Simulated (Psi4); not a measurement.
**One shape, several levels: C3H4F2 (SMILES FC=CCF)**

Aim: a comparison of 3 runs (B3LYP/6-31G*, BHLYP/6-31G*, revPBE/6-31G*) of C3H4F2. 

The calculation is run with Psi4 1.11.

## Step 1: The structure to begin with

C3H4F2: 9 atoms, total charge 0, spin state singlet. As SMILES, `FC=CCF`. The F1–C2 distance was set to 2.405 Å, away from the relaxed value. At this shape a bond of the SMILES string is far longer than usual.

Bond lengths: C2–C3 1.320 Å, C3–C4 1.485 Å, C4–F5 1.387 Å, C2–H6 1.084 Å, C3–H7 1.084 Å, C4–H8 1.095 Å, C4–H9 1.091 Å. Angles: C2–C3–C4 124.9°, C3–C4–F5 109.9°, C2–C3–H7 117.2°, C4–C3–H7 117.9°, C3–C2–H6 125.2°, C3–C4–H8 111.0°, C3–C4–H9 111.5°, F5–C4–H8 107.0°, F5–C4–H9 108.2°, H8–C4–H9 109.1°.

## Step 2: Energy and gradient at B3LYP/6-31G(d) (spherical functions) (run 1)

Input file c3h4f2.xyz:

```xyz
9
C3H4F2
F     -2.582881     1.320185    -0.456527
C     -0.756800    -0.083800    -1.148800
C      0.269900    -0.355400    -0.364300
C      0.439500     0.155200     1.019400
F      1.656600     0.811400     1.133700
H     -0.888900    -0.458700    -2.156900
H      1.042400    -1.001300    -0.765600
H      0.449800    -0.666700     1.742700
H     -0.352600     0.856800     1.286900
```

Input file calc.py:

```python
import psi4

psi4.set_memory(2200000000)
psi4.set_num_threads(1)
psi4.core.set_output_file('output.dat', False)

with open('c3h4f2.xyz') as f:
    atoms = ''.join(f.readlines()[2:])
mol = psi4.geometry('0 1\n' + atoms + 'symmetry c1')

psi4.set_options({
    'puream': True,
    'e_convergence': 1e-09,
    'd_convergence': 1e-08,
    'scf_type': 'pk',
    'dft_radial_points': 99,
    'dft_spherical_points': 590,
})

E, wfn = psi4.gradient("b3lyp/6-31G*", return_wfn=True)
psi4.oeprop(wfn, "MAYER_INDICES", "DIPOLE", "QUADRUPOLE")
print('gradient / Eh bohr^-1')
print(E.np.round(6))
print(f'energy = {wfn.energy():.10f} Eh')
```

Launch:

```sh
$ python calc.py
```

output.dat:

```text
[...]
  Running in c1 symmetry.
[...]
  Nuclear repulsion =  150.372783161597596
[...]
  Multiplicity = 1
[...]
  Nalpha       = 20
  Nbeta        = 20
[...]
    Number of basis functions: 78
[...]
   @RKS iter   1:  -315.95286881471202   -6.34673e-01   9.02655e-03 ADIIS/DIIS
[...]
   @RKS iter  14:  -316.18869484237706   -5.96856e-12   4.45232e-09 DIIS
[...]
    Orbital Energies [Eh]
    ---------------------
    Doubly Occupied:
       1A    -24.685541     2A    -24.607211     3A    -10.312238
       4A    -10.283767     5A    -10.251654     6A     -1.199100
       7A     -1.024701     8A     -0.847252     9A     -0.722835
      10A     -0.601244    11A     -0.543122    12A     -0.508456
      13A     -0.487345    14A     -0.472132    15A     -0.369960
      16A     -0.360525    17A     -0.329730    18A     -0.318375
      19A     -0.297508    20A     -0.294826
[...]
  @RKS Final Energy:  -316.18869484237706
   => Energetics <=
    Nuclear Repulsion Energy =            150.3727831615975958
    One-Electron Energy =                -733.6972826044229805
    Two-Electron Energy =                 298.3106595012415028
    DFT Exchange-Correlation Energy =     -31.1748549007931750
    Empirical Dispersion Energy =           0.0000000000000000
    VV10 Nonlocal Energy =                  0.0000000000000000
    Total Energy =                       -316.1886948423770605
[...]
  -Total Gradient:
     Atom            X                  Y                   Z
    ------   -----------------  -----------------  -----------------
       1       -0.052442275167     0.039017094987     0.016446610806
       2       -0.001655076921    -0.003555790682    -0.009963860083
       3        0.036240737084    -0.023620765945    -0.002588442163
       4       -0.004325309486    -0.006680146963    -0.017595690726
       5       -0.003889095442     0.000007586620     0.002152831762
       6        0.023722251154    -0.012727044930     0.002001114227
       7       -0.003278158385     0.003775063499     0.005640940934
       8        0.001683667350     0.002896440904     0.000284571006
       9        0.003938214645     0.000893316886     0.003610135999
[...]
 Multipole Moments:
 ------------------------------------------------------------------------------------
     Multipole            Electronic (a.u.)      Nuclear  (a.u.)        Total (a.u.)
 ------------------------------------------------------------------------------------
 L = 1.  Multiply by 2.5417464519 to convert [e a0] to [Debye]
 Dipole X            :         -0.4952171            1.5365885            1.0413713
 Dipole Y            :          2.6539589           -4.0563831           -1.4024243
 Dipole Z            :          0.3577992           -0.7067222           -0.3489230
 Magnitude           :                                                    1.7812904
 L = 2.  Multiply by 1.3450342976 to convert [e a0^2] to [Debye ang]
 Quadrupole XX       :       -350.6000715          322.2575120          -28.3425596
 Quadrupole XY       :         58.6170167          -58.0895212            0.5274955
[...]
```

Standard output:

```text
gradient / Eh bohr^-1
[[-5.2442e-02  3.9017e-02  1.6447e-02]
 [-1.6550e-03 -3.5560e-03 -9.9640e-03]
 [ 3.6241e-02 -2.3621e-02 -2.5880e-03]
 [-4.3250e-03 -6.6800e-03 -1.7596e-02]
 [-3.8890e-03  8.0000e-06  2.1530e-03]
 [ 2.3722e-02 -1.2727e-02  2.0010e-03]
 [-3.2780e-03  3.7750e-03  5.6410e-03]
 [ 1.6840e-03  2.8960e-03  2.8500e-04]
 [ 3.9380e-03  8.9300e-04  3.6100e-03]]
energy = -316.1886948424 Eh
```

Run time: 14 s. Hardware: 1 thread of Intel Xeon 6975P-C (Granite Rapids), shared host; peak memory 1.2 GiB.

## Step 3: Energy and forces at BHLYP/6-31G(d) (spherical functions) (run 2)

Input file input.in:

```
memory 2200 mb

molecule geom {
  0 1
  F
  C 1 2.4052
  C 2 1.320348 1 122.6449
  C 3 1.484622 2 124.87974 1 -0.0839
  F 4 1.387442 3 109.85592 2 -124.72774
  H 2 1.083636 3 125.19573 4 -179.58305
  H 3 1.083967 2 117.17873 6 0.30447
  H 4 1.094892 5 106.9992 3 120.60351
  H 4 1.091431 8 109.11501 5 -116.85365
  units angstrom
  symmetry c1
}

set {
  reference rks
  puream true
  e_convergence 1e-09
  d_convergence 1e-08
  scf_type pk
  dft_radial_points 99
  dft_spherical_points 590
}

energy_value = gradient("bhhlyp/6-31G*")
```

Launch:

```sh
$ psi4 input.in input.out -n 1
```

input.out, cut to the lines that bear on the results:

```text
[...]
  Running in c1 symmetry.
[...]
  Nuclear repulsion =  150.372789130689341
[...]
  Multiplicity = 1
[...]
  Nalpha       = 20
  Nbeta        = 20
[...]
    Number of basis functions: 78
[...]
   @RKS iter   1:  -315.81696565600737   -8.85247e-01   8.18469e-03 DIIS/ADIIS
[...]
   @RKS iter  15:  -316.01917255608561   -1.58593e-11   7.04783e-09 DIIS
[...]
  @RKS Final Energy:  -316.01917255608561
   => Energetics <=
    Nuclear Repulsion Energy =            150.3727891306893412
    One-Electron Energy =                -733.5983885575820977
    Two-Electron Energy =                 287.1454031197430936
    DFT Exchange-Correlation Energy =     -19.9389762489358766
    Empirical Dispersion Energy =           0.0000000000000000
    VV10 Nonlocal Energy =                  0.0000000000000000
    Total Energy =                       -316.0191725560856071
[...]
 Multipole Moments:
 ------------------------------------------------------------------------------------
     Multipole            Electronic (a.u.)      Nuclear  (a.u.)        Total (a.u.)
 ------------------------------------------------------------------------------------
 L = 1.  Multiply by 2.5417464519 to convert [e a0] to [Debye]
 Dipole X            :         -1.7121347            2.2604608            0.5483261
 Dipole Y            :         -0.4318900            0.4833086            0.0514186
 Dipole Z            :         -1.8101294            3.7378509            1.9277215
 Magnitude           :                                                    2.0048481
[...]
  -Total Gradient:
     Atom            X                  Y                   Z
    ------   -----------------  -----------------  -----------------
       1       -0.000187473842     0.003495811114    -0.077635845528
       2       -0.000237337469     0.015909754307    -0.002761512555
       3        0.001773357419    -0.014092844143     0.047258292643
       4        0.003571595951     0.022270862589     0.006335075097
       5       -0.007694389469    -0.007903861702     0.000719096303
       6       -0.000454665854    -0.005221543642     0.030307523476
       7        0.000705686419    -0.005084759139     0.000585334053
       8        0.003504845871    -0.004796026845     0.000830532301
       9       -0.000985768476    -0.004569529089    -0.005641037224
[...]
```

It took 16 s on 1 thread of Intel Xeon 6975P-C (Granite Rapids), shared host; peak memory 1.2 GiB.

## Step 4: The energy at revPBE/6-31G(d) (spherical functions) (run 3)

Input file job.py:

```python
import psi4

psi4.set_memory('2200 MB')
psi4.set_num_threads(1)
psi4.set_output_file('c3h4f2.out', False)

molecule = psi4.geometry("""
0 1
F     -2.582881     1.320185    -0.456527
C     -0.756800    -0.083800    -1.148800
C      0.269900    -0.355400    -0.364300
C      0.439500     0.155200     1.019400
F      1.656600     0.811400     1.133700
H     -0.888900    -0.458700    -2.156900
H      1.042400    -1.001300    -0.765600
H      0.449800    -0.666700     1.742700
H     -0.352600     0.856800     1.286900
units angstrom
symmetry c1
no_reorient
no_com
""")

options = {'basis': '6-31G*', 'reference': 'rks', 'puream': True, 'e_convergence': 1e-09, 'd_convergence': 1e-08, 'scf_type': 'pk', 'dft_radial_points': 99, 'dft_spherical_points': 590}
psi4.set_options(options)

result, w = psi4.energy("revpbe", molecule=molecule, return_wfn=True)
psi4.oeprop(w, "WIBERG_LOWDIN_INDICES", "QUADRUPOLE", "MAYER_INDICES")
print(f'revpbe energy: {result:.10f} Eh')
for k, v in sorted(psi4.core.scalar_variables().items()):
    print(f'{k:45s} {v:18.10f}')
```

Launch:

```sh
$ python job.py
```

c3h4f2.out:

```text
[...]
  Running in c1 symmetry.
[...]
  Nuclear repulsion =  150.372783161597624
[...]
  Multiplicity = 1
[...]
  Nalpha       = 20
  Nbeta        = 20
[...]
    Number of basis functions: 78
[...]
   @RKS iter   1:  -315.88502505429665   -5.04053e-01   8.65181e-03 ADIIS/DIIS
[...]
   @RKS iter  14:  -316.10279150904336   -5.85487e-12   6.03962e-09 DIIS
[...]
    Orbital Energies [Eh]
    ---------------------
    Doubly Occupied:
       1A    -24.271430     2A    -24.194440     3A    -10.017188
       4A     -9.997308     5A     -9.963267     6A     -1.095731
       7A     -0.927559     8A     -0.765858     9A     -0.650145
      10A     -0.537540    11A     -0.481924    12A     -0.449062
      13A     -0.426927    14A     -0.411623    15A     -0.308323
      16A     -0.300167    17A     -0.281108    18A     -0.280200
      19A     -0.228705    20A     -0.226202
[...]
  @RKS Final Energy:  -316.10279150904336
   => Energetics <=
    Nuclear Repulsion Energy =            150.3727831615976243
    One-Electron Energy =                -733.6163424965764079
    Two-Electron Energy =                 305.5829528457692277
    DFT Exchange-Correlation Energy =     -38.4421850198338504
    Empirical Dispersion Energy =           0.0000000000000000
    VV10 Nonlocal Energy =                  0.0000000000000000
    Total Energy =                       -316.1027915090433567
[...]
 Multipole Moments:
 ------------------------------------------------------------------------------------
     Multipole            Electronic (a.u.)      Nuclear  (a.u.)        Total (a.u.)
 ------------------------------------------------------------------------------------
 L = 1.  Multiply by 2.5417464519 to convert [e a0] to [Debye]
 Dipole X            :         16.8083103          -15.8174404            0.9908699
 Dipole Y            :        -31.9243232           30.6331502           -1.2911729
 Dipole Z            :         -6.4165596            6.1216865           -0.2948730
 Magnitude           :                                                    1.6540558
 L = 2.  Multiply by 1.3450342976 to convert [e a0^2] to [Debye ang]
 Quadrupole XX       :       -356.8194488          328.4532699          -28.3661790
 Quadrupole XY       :         71.8242022          -70.0471471            1.7770550
[...]
```

Standard output:

```text
revpbe energy: -316.1027915090 Eh
CURRENT ENERGY                                   -316.1027915090
CURRENT REFERENCE ENERGY                         -316.1027915090
DD SOLVATION ENERGY                                 0.0000000000
DFT FUNCTIONAL TOTAL ENERGY                      -316.1027915090
DFT TOTAL ENERGY                                 -316.1027915090
DFT VV10 ENERGY                                     0.0000000000
DFT XC ENERGY                                     -38.4421850198
GRID ELECTRONS ALPHA                               20.0000003078
GRID ELECTRONS BETA                                20.0000003078
GRID ELECTRONS TOTAL                               40.0000006156
NUCLEAR REPULSION ENERGY                          150.3727831616
ONE-ELECTRON ENERGY                              -733.6163424966
PCM POLARIZATION ENERGY                             0.0000000000
PE ENERGY                                           0.0000000000
SCF ITERATION ENERGY                             -316.1027915090
SCF ITERATIONS                                     14.0000000000
SCF TOTAL ENERGY                                 -316.1027915090
TWO-ELECTRON ENERGY                               305.5829528458
XC GRID RADIAL POINTS                              99.0000000000
XC GRID SPHERICAL POINTS                          590.0000000000
XC GRID TOTAL POINTS                           496455.0000000000
```

It took 13 s on 1 thread of Intel Xeon 6975P-C (Granite Rapids), shared host; peak memory 1.2 GiB.

## Step 5: Overview of the runs

| run | level | task | energy (Eh) | dipole moment (D) | HOMO energy (eV) | LUMO energy (eV) | wall time |
| --- | --- | --- | --- | --- | --- | --- | --- |
| 1 | B3LYP/6-31G* (spherical functions) | gradient | -316.188695 | 4.53 | -8.02 | -4.51 | 14 s |
| 2 | BHLYP/6-31G* (spherical functions) | gradient | -316.019173 | 5.10 | -9.90 | -3.28 | 16 s |
| 3 | revPBE/6-31G* (spherical functions) | energy | -316.102792 | 4.20 | -6.16 | -5.08 | 13 s |

## Step 6: Summary of results

| quantity | value |
| --- | --- |
| run 3: total energy | -316.10279 Eh |
| run 3: dipole moment | 4.20 D |
| run 3: HOMO energy | -6.16 eV |
| run 3: LUMO energy | -5.08 eV |
| run 3: HOMO–LUMO gap | 1.08 eV |

**Reading.** The dipole moment (its size) runs from 4.20 D (revPBE/6-31G*) to 5.10 D (BHLYP/6-31G*). The HOMO–LUMO gap runs from 1.08 eV (revPBE/6-31G*) to 6.61 eV (BHLYP/6-31G*). Totals of different functionals can't be ranked against each other. In runs 1, 2, 3 a closed-shell determinant meets a far-stretched bond, which it describes badly. All runs together took 44 s, the longest 16 s.
